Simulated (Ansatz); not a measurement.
# C2H5NOS: the cost of one run

Computed with Ansatz 0.2.0, driven from Python. Level of theory: r2SCAN+D4/def2-SVP.

## Step 1: The structure

Bond lengths: N1–C2 1.473 Å, C2–C3 1.506 Å, C3–O4 1.367 Å, C3–S5 1.655 Å, N1–H6 1.087 Å, N1–H7 0.994 Å, C2–H8 1.112 Å, C2–H9 1.123 Å, O4–H10 0.918 Å. Angles: N1–C2–C3 110.8°, N1–C2–H8 108.2°, N1–C2–H9 112.6°, C3–C2–H8 107.6°, C3–C2–H9 109.9°, H8–C2–H9 107.5°, C2–N1–H6 104.3°, C2–N1–H7 108.8°, H6–N1–H7 104.6°, C2–C3–O4 118.5°, C2–C3–S5 127.0°, O4–C3–S5 113.9°, C3–O4–H10 108.7°.

The script holds or builds the structure itself.

## Step 2: Script

Input file torsion_c2h5nos.py:

```python
"""Rigid torsion scan of C2H5NOS."""

import ansatz as az
from ase import Atoms

config = {
    "basis_set": "def2-SVP",
    "xc": "r2scan",
    "dispersion": "d4",
    "fmax": 0.02,
}

atoms = Atoms(["N", "C", "C", "O", "S", "H", "H", "H", "H", "H"], positions=[
    (-0.9055, -1.295, 0.1403),
    (-0.2616, -0.1767, 0.8499),
    (0.4432, 0.7371, -0.1175),
    (0.9306, 0.206, -1.2785),
    (0.9073, 2.3032, 0.1494),
    (-1.639, -0.8174, -0.5039),
    (-0.2476, -1.6982, -0.4859),
    (0.5061, -0.5973, 1.5356),
    (-0.9863, 0.4128, 1.4736),
    (1.3359, 0.8744, -1.7601),
])

# relax first, so that the scan starts from a minimum
first = (
    az.Crystal.molecule_from_ase(atoms).calculation()
    .basis(gaussian=config["basis_set"])
    .functional(config["xc"], dispersion=config["dispersion"])
    .relax(force_tolerance=config["fmax"], max_steps=80)
)
atoms.positions = first.run(threads=1).report["positions_ang"]

start = atoms.get_dihedral(1, 2, 3, 9)
energies = {}
for turn in range(0, 360, 40):
    turned = atoms.copy()
    turned.set_dihedral(1, 2, 3, 9, start + turn, indices=[3, 9])
    base = (
        az.Crystal.molecule_from_ase(turned).calculation()
        .basis(gaussian=config["basis_set"])
        .functional(config["xc"], dispersion=config["dispersion"])
    )
    energies[round((start + turn) % 360)] = base.run(threads=1).report["free_energy_ev"]
floor = min(energies.values())
print("dihedral C1-C2-O3-H9 (deg)   E - E(min) (kJ/mol)")
for angle, e in sorted(energies.items()):
    print(f"{angle:8d} {96.485332 * (e - floor):14.3f}  " + "#" * int(30 * (e - floor) / max(max(energies.values()) - floor, 1e-9)))
```

## Step 3: The input behind the calls

The engine receives this input (first run):

```yaml
crystal:
  periodic: [false, false, false]
  atoms:
    - { symbol: "N", position_ang: [-0.9055, -1.295, 0.1403] }
    - { symbol: C, position_ang: [-0.2616, -0.1767, 0.8499] }
    - { symbol: C, position_ang: [0.4432, 0.7371, -0.1175] }
    - { symbol: O, position_ang: [0.9306, 0.206, -1.2785] }
    - { symbol: S, position_ang: [0.9073, 2.3032, 0.1494] }
    - { symbol: H, position_ang: [-1.639, -0.8174, -0.5039] }
    - { symbol: H, position_ang: [-0.2476, -1.6982, -0.4859] }
    - { symbol: H, position_ang: [0.5061, -0.5973, 1.5356] }
    - { symbol: H, position_ang: [-0.9863, 0.4128, 1.4736] }
    - { symbol: H, position_ang: [1.3359, 0.8744, -1.7601] }
basis:
  gaussian:
    orbitals: def2-SVP
hamiltonian:
  xc: r2scan
  dispersion: d4
relax:
  f_tol: 0.02
  max_steps: 80
```

## Step 4: Launch

Started as:

```
> python torsion_c2h5nos.py
```

Q: Estimate wall time and peak memory on 1 thread of Arm Neoverse V1, shared host.

About 3.7 min, with a peak of 0.24 GiB.
